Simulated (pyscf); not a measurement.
Thermochemistry of product channels of H₃Si–O–SiH₃ (SMILES [SiH3]O[SiH3]) + HCl (SMILES Cl) on the singlet surface, in kJ/mol, from ωB97M-D3(BJ)/def2-TZVP energies (ideal gas, 1 atm, RRHO with modes under 100 cm⁻¹ raised to 100, one conformer, R ln 2 for rigid chiral ones). Single points on ωB97X-D3(BJ)/def2-SVP structures (PySCF, gas phase).

```csv
products,ΔE,ΔH(298 K),ΔG(298 K),ΔG(1200 K)
H₃Si–O–SiH₂–Cl (SMILES [SiH3]O[SiH2]Cl) + H₂ (SMILES [H][H]),?,-95.3,-85.9,-64.8
H₃Si–Cl (SMILES [SiH3]Cl) + HO–SiH₃ (SMILES O[SiH3]),?,+14.5,+13.7,+15.5
```

Some entries are withheld; supply them.


- H₃Si–O–SiH₂–Cl (SMILES [SiH3]O[SiH2]Cl) + H₂ (SMILES [H][H]), ΔE: -90.6
- H₃Si–Cl (SMILES [SiH3]Cl) + HO–SiH₃ (SMILES O[SiH3]), ΔE: +9.9

These are energies of the channels, which say nothing of barriers.
